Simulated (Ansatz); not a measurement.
# B2PH (quintet): the correlation ladder, cc-pVDZ

Aim: climb from Hartree-Fock through coupled cluster and multireference methods for B2PH (quintet) at one geometry and basis, and see what each rung misses.

Method: cc-pVDZ, core rule «outside noble gas», up to 7 orbitals frozen; program: Ansatz 0.2.0, Gaussian basis.

Plan: UHF; CCSD(T) on ROHF; CCSD(T) on UHF; BCCD(T) on ROHF; CISD as a restricted active space (open shells left free, so some higher excitations enter); CCSDT(Q) on ROHF; CCSDT(Q) on UHF; CASSCF and NEVPT2, 12 electrons in 11 orbitals.

19 further runs of the same task are left out: 1 for a known fault of the program, 6 that didn't finish, 12 set aside as unsound or not needed. Runs told in other sessions of the task aren't counted.

## 1. The geometry

The geometry is a PBE0/def2-TZVP stationary point (not a proven minimum) of the parent state, kept for this charge and spin.

4 atoms, charge 0, spin multiplicity 5.

Atoms are counted from 1 here; the program's logs count them from 0.

Bond lengths: B1–B2 1.551 Å, B1–H4 1.177 Å, B2–P3 1.763 Å. Angles: B2–B1–H4 180.0°, B1–B2–P3 180.0°.

Geometry (Å):

```xyz
4
charge 0, multiplicity 5
B     0.0000    0.0000    0.9222
B     0.0000    0.0000   -0.6292
P     0.0000    0.0000   -2.3921
H     0.0000    0.0000    2.0990
```

## 2. UHF

Contents of in.yaml:

```yaml
crystal:
  periodic: [false, false, false]
  atoms:
    - {symbol: B, position_ang: [0.000000, 0.000000, 0.922225]}
    - {symbol: B, position_ang: [0.000000, 0.000000, -0.629175]}
    - {symbol: P, position_ang: [0.000000, 0.000000, -2.392075]}
    - {symbol: H, position_ang: [0.000000, 0.000000, 2.099025]}
basis:
  gaussian: {orbitals: cc-pVDZ}
magnetization: {spin_polarized: true, initial_magnetization: 4}
hamiltonian: {xc: hf}
output: {orbitals: {seedname: orbitals}}
```

On the command line:

```console
$ ansatz run in.yaml --threads 1 --pin off --events-out ev --progress --plain --max-ram 2393MiB
```

The runs that follow: CCSD(T) on ROHF; CCSD(T) on UHF; BCCD(T) on ROHF; CISD as a restricted active space (open shells left free, so some higher excitations enter); CCSDT(Q) on ROHF; CCSDT(Q) on UHF; CASSCF and NEVPT2, 12 electrons in 11 orbitals.

Before running them: what should the planned runs give, taken together? Wanted: UCCSDT(Q) from the RHF energy; RMP2 from UCCSDT(Q); UMP2 from UCCSDT(Q); RCCSD from UCCSDT(Q); RCCSD(T) from UCCSDT(Q); UCCSD(T) from UCCSDT(Q); RCCSDT(Q) from UCCSDT(Q); NEVPT2 frontier from UCCSDT(Q); T1 diagnostic.

As calculated:

```
                         quantity                      value
    UCCSDT(Q) from the ROHF energy                 -6.7744 eV
              RMP2 from UCCSDT(Q)              +129.6 kJ/mol
              UMP2 from UCCSDT(Q)              +133.6 kJ/mol
             RCCSD from UCCSDT(Q)               +25.1 kJ/mol
          RCCSD(T) from UCCSDT(Q)                +5.3 kJ/mol
          UCCSD(T) from UCCSDT(Q)                +5.2 kJ/mol
         RCCSDT(Q) from UCCSDT(Q)                +0.1 kJ/mol
   NEVPT2 frontier from UCCSDT(Q)              +136.0 kJ/mol
levels within 1 kcal/mol (43 meV)  RCCSDT, UCCSDT, RCCSDT(Q)
                    T1 diagnostic                      0.019
```

In words: RCCSD(T) misses by +5.3 kJ/mol, 0.8 % of the correlation energy. These misses are within one basis, not against nature; the frozen cores of restricted and unrestricted runs differ, which can shift their rows.

With open shells the CI space here admits some higher excitations, so it is larger than plain CISD.
